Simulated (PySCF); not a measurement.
# C₄H₅NS: excited states, first hyperpolarisability

What do calculations give for the excited states, first hyperpolarisability of C₄H₅NS (`Cc1nccs1`)?

Programs: PySCF 2.14.0, with routines of our own; each step states its level. All values are computed. Atoms count from 0.

### Step 1. The starting structure

11 atoms, charge 0, multiplicity 1; geometry from: GFN2-xTB.

### Step 2. Relaxing the molecule at PBE0-D3(BJ)/def2-TZVP

The job: settings as JSON, then the geometry in Å.

```
{"job": {"xc": "PBE0", "basis": "def2-TZVP", "d3": "d3bj", "grid": 2, "kind": "geom"}, "charge": 0, "multiplicity": 1}
C      1.940724    -0.006698     0.134216
C      0.464977     0.010413     0.023558
N     -0.319588    -0.908689     0.449337
C     -1.623946    -0.628574     0.213974
C     -1.857198     0.549627    -0.415789
S     -0.372757     1.359511    -0.736960
H      2.249727    -0.921683     0.631624
H      2.288885     0.851935     0.706571
H      2.396097     0.040008    -0.853895
H     -2.372699    -1.332265     0.529450
H     -2.788798     0.989086    -0.708049
```

Started as:

```console
> OMP_NUM_THREADS=1 python excited_run.py task.json out
```

One launch serves the whole session: the jobs run in the order shown.

Log:

```text
step   0  E = -608.08677821  max force = 0.015674
step   1  E = -608.08764919  max force = 0.004225
step   2  E = -608.08763953  max force = 0.002998
step   3  E = -608.08783630  max force = 0.000715
step   4  E = -608.08784738  max force = 0.000324
optimisation converged
```

Run time: 76 s. Hardware: 1 thread of Arm Neoverse V1, shared host; peak memory 0.9 GiB.

Step by step:

```
step  energy from step 0 (eV)  largest force component (eV/Å)
   0                   0.0000                          0.8060
   1                  -0.0237                          0.2173
   2                  -0.0234                          0.1542
   3                  -0.0288                          0.0368
   4                  -0.0291                          0.0167
```

Close pairs (by a distance rule), those that changed most:

```
  bond  before (Å)  after (Å)  change (Å)
 C1–S5       1.761      1.730      -0.031
 C1–N2       1.281      1.298      +0.017
 C4–S5       1.721      1.708      -0.013
 N2–C3       1.355      1.365      +0.010
C4–H10       1.071      1.078      +0.008
 C0–C1       1.480      1.487      +0.007
 C3–H9       1.075      1.082      +0.007
 C0–H7       1.089      1.093      +0.004
```

The final coordinates are the input of the step that follows.

```
                         at the end point                value
  point group (found at 0.08 Å tolerance)                   C1
rotational constants (GHz, main isotopes)  5.413, 3.294, 2.074
                        dipole moment (D)                 1.22
```

### Step 3. Excited states: TDA CAM-B3LYP/def2-TZVPD

The job: settings as JSON, then the geometry in Å.

```
{"job": {"kind": "states", "xc": "CAM-B3LYP", "basis": "def2-TZVPD", "tda": true, "soc": true, "nstates": 6, "ntriplets": 5, "nquad": 4}, "charge": 0, "multiplicity": 1}
C      1.949544    -0.000665     0.131252
C      0.467618     0.015076     0.008329
N     -0.328150    -0.795412     0.636628
C     -1.635354    -0.537434     0.341877
C     -1.854560     0.482194    -0.528480
S     -0.356862     1.153533    -1.000517
H      2.240633    -0.888844     0.690403
H      2.311992     0.881402     0.665250
H      2.434191    -0.020201    -0.846866
H     -2.410913    -1.139275     0.796618
H     -2.792272     0.859350    -0.904769
```

Method: TDA CAM-B3LYP/def2-TZVPD excited states, vertical, gas phase, spin-orbit mean-field couplings.

Log:

```text
coarse grid: 10136 points
cycle   1  E = -608.3293625104  dE =  1.199e+00  |g| = 3.831e-01  |ddm| = 3.271e+00
cycle   2  E = -608.3178443794  dE =  1.152e-02  |g| = 4.899e-01  |ddm| = 1.085e+00
cycle   3  E = -608.3664759525  dE = -4.863e-02  |g| = 6.749e-02  |ddm| = 4.708e-01
cycle   4  E = -608.3674224206  dE = -9.465e-04  |g| = 3.139e-02  |ddm| = 1.021e-01
cycle   5  E = -608.3676591811  dE = -2.368e-04  |g| = 7.639e-03  |ddm| = 4.573e-02
cycle   6  E = -608.3676729344  dE = -1.375e-05  |g| = 3.496e-03  |ddm| = 1.358e-02
cycle   7  E = -608.3676763991  dE = -3.465e-06  |g| = 1.058e-03  |ddm| = 5.097e-03
final grid: 94432 points
cycle   8  E = -608.3608900451  dE = -2.710e-05  |g| = 4.029e-03  |ddm| = 1.196e-01
cycle   9  E = -608.3608890626  dE =  9.825e-07  |g| = 4.417e-03  |ddm| = 1.254e-02
cycle  10  E = -608.3608936125  dE = -4.550e-06  |g| = 7.652e-04  |ddm| = 5.420e-03
cycle  11  E = -608.3608937481  dE = -1.356e-07  |g| = 2.320e-04  |ddm| = 1.049e-03
cycle  12  E = -608.3608937598  dE = -1.168e-08  |g| = 6.816e-05  |ddm| = 3.345e-04
cycle  13  E = -608.3608937608  dE = -1.017e-09  |g| = 2.121e-05  |ddm| = 9.257e-05
cycle  14  E = -608.3608937609  dE = -1.016e-10  |g| = 7.207e-06  |ddm| = 3.104e-05
converged SCF energy = -608.3608937609

Singlet excitations
state   eV       nm        f     d(h-e)  d(exc)  Lambda  PR(NTO)  |dmu|/D   mu/D   main configurations
  1   5.6253   220.4   0.00034   0.998   2.626   0.462   1.009    2.285    0.954   H-1->L 0.95
  2   5.8162   213.2   0.12119   0.548   2.762   0.760   1.221    1.501    1.323   H->L 0.83
  3   5.9293   209.1   0.00425   1.335   3.093   0.336   1.014    3.975    2.651   H->L+2 0.57, H->L+5 0.19, H->L+9 0.11
  4   6.3952   193.9   0.00285   0.715   3.927   0.274   1.022    2.942    1.822   H->L+1 0.75, H->L+3 0.17
  5   6.4932   190.9   0.05387   0.124   2.634   0.688   1.577                     H-2->L 0.71
  6   6.8496   181.0   0.00294   1.082   3.107   0.313   1.270                     H-2->L+2 0.45, H-2->L+5 0.20, H-2->L+9 0.11

Triplet excitations (Tamm-Dancoff)
state   eV     d(h-e)  d(exc)  Lambda  PR(NTO)   main configurations
  1   3.8032   0.325   2.468   0.787   1.052   H->L 0.91
  2   5.1155   0.888   2.502   0.461   1.028   H-1->L 0.82
  3   5.1565   0.193   2.473   0.711   1.076   H-2->L 0.87
  4   5.6038   0.267   2.444   0.561   1.218   H->L+6 0.39, H->L+7 0.31
  5   5.6332   1.007   2.841   0.364   1.078   H->L+2 0.43, H->L+5 0.19, H->L+9 0.13
S1 - T1 = 1.8221 eV

Spin-orbit couplings |<S|Hso|T>| (cm-1)
             T1       T2       T3       T4       T5
S0        0.846   66.302   13.114   30.742   84.467
S1       28.822    9.128   47.875   25.399    9.279
S2        6.315   47.584    9.279   15.072   43.397
S3       36.688    9.121   11.126    8.605    7.218
S4        5.147    0.806    2.972    2.596    5.828
S5        0.429   41.895    8.393    4.041   11.669
S6        7.984    6.865   33.944    5.295    1.752
T1 sublevels (cm-1): 0.000 0.003 0.029   radiative rates (1/s): 0.0923 0.174 0.239
```

Run time: 50 s. Hardware: 1 thread of Arm Neoverse V1, shared host; peak memory 1 GiB.

From this job:

```
  quantity    value
S1 less T1  1.82 eV
```

### Step 4. Excited states: TDDFT CAM-B3LYP/def2-TZVPD

Settings changed since step 3:

```diff
@@ -1,2 +1,2 @@
-{"job": {"kind": "states", "xc": "CAM-B3LYP", "basis": "def2-TZVPD", "tda": true, "soc": true, "nstates": 6, "ntriplets": 5, "nquad": 4}, "charge": 0, "multiplicity": 1}
+{"job": {"kind": "states", "xc": "CAM-B3LYP", "basis": "def2-TZVPD", "tpa": true, "nstates": 8, "nquad": 6, "ntriplets": 0}, "charge": 0, "multiplicity": 1}
 C      1.949544    -0.000665     0.131252
```

Method: TDDFT CAM-B3LYP/def2-TZVPD excited states, vertical, gas phase, two-photon moments by quadratic response.

Log:

```text
coarse grid: 10136 points
cycle   1  E = -608.3293625104  dE =  1.199e+00  |g| = 3.831e-01  |ddm| = 3.271e+00
cycle   2  E = -608.3178443794  dE =  1.152e-02  |g| = 4.899e-01  |ddm| = 1.085e+00
cycle   3  E = -608.3664759525  dE = -4.863e-02  |g| = 6.749e-02  |ddm| = 4.708e-01
cycle   4  E = -608.3674224206  dE = -9.465e-04  |g| = 3.139e-02  |ddm| = 1.021e-01
cycle   5  E = -608.3676591811  dE = -2.368e-04  |g| = 7.639e-03  |ddm| = 4.573e-02
cycle   6  E = -608.3676729344  dE = -1.375e-05  |g| = 3.496e-03  |ddm| = 1.358e-02
cycle   7  E = -608.3676763991  dE = -3.465e-06  |g| = 1.058e-03  |ddm| = 5.097e-03
final grid: 94432 points
cycle   8  E = -608.3608900451  dE = -2.710e-05  |g| = 4.029e-03  |ddm| = 1.196e-01
cycle   9  E = -608.3608890626  dE =  9.825e-07  |g| = 4.417e-03  |ddm| = 1.254e-02
cycle  10  E = -608.3608936125  dE = -4.550e-06  |g| = 7.652e-04  |ddm| = 5.420e-03
cycle  11  E = -608.3608937481  dE = -1.356e-07  |g| = 2.320e-04  |ddm| = 1.049e-03
cycle  12  E = -608.3608937598  dE = -1.168e-08  |g| = 6.816e-05  |ddm| = 3.345e-04
cycle  13  E = -608.3608937608  dE = -1.017e-09  |g| = 2.121e-05  |ddm| = 9.257e-05
cycle  14  E = -608.3608937609  dE = -1.016e-10  |g| = 7.207e-06  |ddm| = 3.104e-05
converged SCF energy = -608.3608937609

Singlet excitations
state   eV       nm        f     d(h-e)  d(exc)  Lambda  PR(NTO)  |dmu|/D   mu/D   delta(TPA)   sigma/GM   main configurations
  1   5.5829   222.1   0.09004   0.515   2.710   0.725   1.184    1.383    1.068       10.77      0.123   H->L 0.79, H-1->L 0.14
  2   5.5865   221.9   0.01570   0.880   2.638   0.505   1.039    2.058    0.721        1.97      0.023   H-1->L 0.81, H->L 0.14
  3   5.9085   209.8   0.00100   1.368   3.099   0.327   1.014    4.032    2.708        1.59      0.020   H->L+2 0.58, H->L+5 0.20, H->L+9 0.12
  4   6.3563   195.1   0.04121   0.058   2.610   0.682   1.638    0.409    0.952       20.45      0.303   H-2->L 0.77
  5   6.3924   194.0   0.00289   0.717   3.929   0.274   1.023    2.947    1.827       31.22      0.467   H->L+1 0.75, H->L+3 0.17
  6   6.8335   181.4   0.00263   1.102   3.094   0.313   1.245    3.365    2.039       18.32      0.313   H-2->L+2 0.46, H-2->L+5 0.20, H-2->L+9 0.11
  7   6.9835   177.5   0.01158   0.670   4.070   0.321   1.224                                            H->L+3 0.32, H->L+5 0.28, H->L+2 0.13
  8   7.2207   171.7   0.04454   1.209   3.593   0.420   1.991                                            H->L+6 0.34, H-1->L+2 0.19, H->L+3 0.11
```

Run time: 57 s. Hardware: 1 thread of Arm Neoverse V1, shared host; peak memory 1 GiB.

### Step 5. First hyperpolarisability: quadratic response CAM-B3LYP/def2-TZVPD

Settings changed since step 4:

```diff
@@ -1,2 +1,2 @@
-{"job": {"kind": "states", "xc": "CAM-B3LYP", "basis": "def2-TZVPD", "tpa": true, "nstates": 8, "nquad": 6, "ntriplets": 0}, "charge": 0, "multiplicity": 1}
+{"job": {"kind": "beta", "xc": "CAM-B3LYP", "basis": "def2-TZVPD"}, "charge": 0, "multiplicity": 1}
 C      1.949544    -0.000665     0.131252
```

With the program's defaults for keys left out, this is: quadratic response CAM-B3LYP/def2-TZVPD first hyperpolarisability, Taylor convention, gas phase.

Log:

```text
coarse grid: 10136 points
cycle   1  E = -608.3293625104  dE =  1.199e+00  |g| = 3.831e-01  |ddm| = 3.271e+00
cycle   2  E = -608.3178443794  dE =  1.152e-02  |g| = 4.899e-01  |ddm| = 1.085e+00
cycle   3  E = -608.3664759525  dE = -4.863e-02  |g| = 6.749e-02  |ddm| = 4.708e-01
cycle   4  E = -608.3674224206  dE = -9.465e-04  |g| = 3.139e-02  |ddm| = 1.021e-01
cycle   5  E = -608.3676591811  dE = -2.368e-04  |g| = 7.639e-03  |ddm| = 4.573e-02
cycle   6  E = -608.3676729344  dE = -1.375e-05  |g| = 3.496e-03  |ddm| = 1.358e-02
cycle   7  E = -608.3676763991  dE = -3.465e-06  |g| = 1.058e-03  |ddm| = 5.097e-03
final grid: 94432 points
cycle   8  E = -608.3608900451  dE = -2.710e-05  |g| = 4.029e-03  |ddm| = 1.196e-01
cycle   9  E = -608.3608890626  dE =  9.825e-07  |g| = 4.417e-03  |ddm| = 1.254e-02
cycle  10  E = -608.3608936125  dE = -4.550e-06  |g| = 7.652e-04  |ddm| = 5.420e-03
cycle  11  E = -608.3608937481  dE = -1.356e-07  |g| = 2.320e-04  |ddm| = 1.049e-03
cycle  12  E = -608.3608937598  dE = -1.168e-08  |g| = 6.816e-05  |ddm| = 3.345e-04
cycle  13  E = -608.3608937608  dE = -1.017e-09  |g| = 2.121e-05  |ddm| = 9.257e-05
cycle  14  E = -608.3608937609  dE = -1.016e-10  |g| = 7.207e-06  |ddm| = 3.104e-05
converged SCF energy = -608.3608937609

Lowest singlets (eV, f): 5.5829 0.0900  5.5865 0.0157  5.9085 0.0010

First hyperpolarisability (au)
process     nm      |vector|   parallel      HRS      DR
static         -      121.74     -69.15      46.17   7.207
shg       1907.0      125.45     -71.44      47.68   7.215
eope      1907.0      122.96      -69.9          -       -
shg       1064.0      134.31     -77.01      51.39   7.202
eope      1064.0      125.72     -71.61          -       -
```

Wall time 42 s (1 thread of Arm Neoverse V1, shared host); peak memory 0.99 GiB.

### Step 6. Excited states: TDA CAM-B3LYP/def2-TZVPD in dichloromethane

Settings changed since step 5:

```diff
@@ -1,2 +1,2 @@
-{"job": {"kind": "beta", "xc": "CAM-B3LYP", "basis": "def2-TZVPD"}, "charge": 0, "multiplicity": 1}
+{"job": {"kind": "states", "xc": "CAM-B3LYP", "basis": "def2-TZVPD", "tda": true, "soc": true, "nstates": 6, "ntriplets": 5, "nquad": 4, "solvent": "dichloromethane"}, "charge": 0, "multiplicity": 1}
 C      1.949544    -0.000665     0.131252
```

Method: TDA CAM-B3LYP/def2-TZVPD excited states, vertical, IEF-PCM dichloromethane (non-equilibrium response), spin-orbit mean-field couplings.

Log:

```text
coarse grid: 10136 points
cycle   1  E = -608.3387481505  dE =  1.189e+00  |g| = 3.685e-01  |ddm| = 3.274e+00
cycle   2  E = -608.3357703476  dE =  2.978e-03  |g| = 4.343e-01  |ddm| = 1.030e+00
cycle   3  E = -608.3730935469  dE = -3.732e-02  |g| = 5.577e-02  |ddm| = 3.830e-01
cycle   4  E = -608.3737596087  dE = -6.661e-04  |g| = 2.557e-02  |ddm| = 1.015e-01
cycle   5  E = -608.3739152550  dE = -1.556e-04  |g| = 5.238e-03  |ddm| = 4.278e-02
cycle   6  E = -608.3739232109  dE = -7.956e-06  |g| = 2.074e-03  |ddm| = 1.453e-02
final grid: 94432 points
cycle   7  E = -608.3671048225  dE = -2.732e-05  |g| = 3.687e-03  |ddm| = 1.211e-01
cycle   8  E = -608.3671046773  dE =  1.452e-07  |g| = 3.719e-03  |ddm| = 1.118e-02
cycle   9  E = -608.3671077890  dE = -3.112e-06  |g| = 4.543e-04  |ddm| = 3.702e-03
cycle  10  E = -608.3671078319  dE = -4.289e-08  |g| = 1.988e-04  |ddm| = 9.584e-04
cycle  11  E = -608.3671078424  dE = -1.050e-08  |g| = 3.898e-05  |ddm| = 3.634e-04
cycle  12  E = -608.3671078428  dE = -4.245e-10  |g| = 1.483e-05  |ddm| = 7.897e-05
converged SCF energy = -608.3671078428

Singlet excitations
state   eV       nm        f     d(h-e)  d(exc)  Lambda  PR(NTO)  |dmu|/D   mu/D   main configurations
  1   5.7337   216.2   0.17062   0.531   2.734   0.780   1.178    1.558    1.808   H->L 0.88
  2   5.8033   213.6   0.00043   0.963   2.618   0.482   1.010    2.632    0.677   H-1->L 0.94
  3   6.0204   205.9   0.00142   1.328   3.046   0.329   1.010    4.366    2.429   H->L+2 0.56, H->L+5 0.19, H->L+9 0.12
  4   6.4015   193.7   0.00318   0.353   3.796   0.280   1.021    1.410    0.844   H->L+1 0.70, H->L+3 0.20
  5   6.4931   190.9   0.06632   0.072   2.615   0.702   1.559                     H-2->L 0.72, H->L+6 0.14
  6   6.9921   177.3   0.00485   1.064   3.067   0.314   1.264                     H-2->L+2 0.42, H-2->L+5 0.19, H-2->L+9 0.11

Triplet excitations (Tamm-Dancoff)
state   eV     d(h-e)  d(exc)  Lambda  PR(NTO)   main configurations
  1   3.8079   0.337   2.472   0.790   1.049   H->L 0.91
  2   5.2140   0.223   2.468   0.708   1.069   H-2->L 0.86
  3   5.3055   0.881   2.503   0.487   1.036   H-1->L 0.81, H-1->L+6 0.10
  4   5.5427   0.413   2.374   0.697   1.188   H->L+6 0.77
  5   5.7204   1.166   2.855   0.334   1.038   H->L+2 0.47, H->L+5 0.22, H->L+9 0.13
S1 - T1 = 1.9258 eV

Spin-orbit couplings |<S|Hso|T>| (cm-1)
             T1       T2       T3       T4       T5
S0        0.816    4.656   67.853    4.923   93.428
S1        2.121    5.007   49.564    2.062   45.815
S2       30.097   51.428    4.458   26.917    2.448
S3       38.989   12.769    1.753    8.134    2.866
S4        5.079    3.278    0.842    0.955    4.409
S5        0.409    3.046   46.160    0.740   11.904
S6        9.114   35.666    2.480    5.169    0.739
T1 sublevels (cm-1): 0.000 0.002 0.027   radiative rates (1/s): 0.107 0.218 0.526
```

Wall time 48 s (1 thread of Arm Neoverse V1, shared host); peak memory 0.99 GiB.

Key values:

```
  quantity    value
S1 less T1  1.93 eV
```

### Step 7. Results

| quantity | value |
| --- | --- |
| point group | C1 |
| rotational constants (main isotopes) | 5.41, 3.29, 2.07 GHz |
| S1 less T1 (step 3, TDA CAM-B3LYP/def2-TZVPD) | 1.82 eV |
| β vector (step 5, quadratic response CAM-B3LYP/def2-TZVPD) | static 122, SHG 1907.0 nm 125, SHG 1064.0 nm 134 au |
| S1 less T1 (step 6, TDA CAM-B3LYP/def2-TZVPD in dichloromethane) | 1.93 eV |

**Reading.** Over 4 steps the energy fell by 0.029 eV; of the close pairs, C1–S5 changed most, 1.761 to 1.730 Å. In step 3, the number of triplets below S1 is 4, and the largest singlet-triplet spin-orbit coupling is S0–T5, 84.47 cm⁻¹. In step 4 some excited states are degenerate or nearly so. β grows from 122 au (static) to 134 au for doubling at 1064.0 nm: normal dispersion, which grows as twice the photon energy moves toward the bright states. In step 6, the number of triplets below S1 is at least 5, and the largest singlet-triplet spin-orbit coupling is S0–T5, 93.43 cm⁻¹.
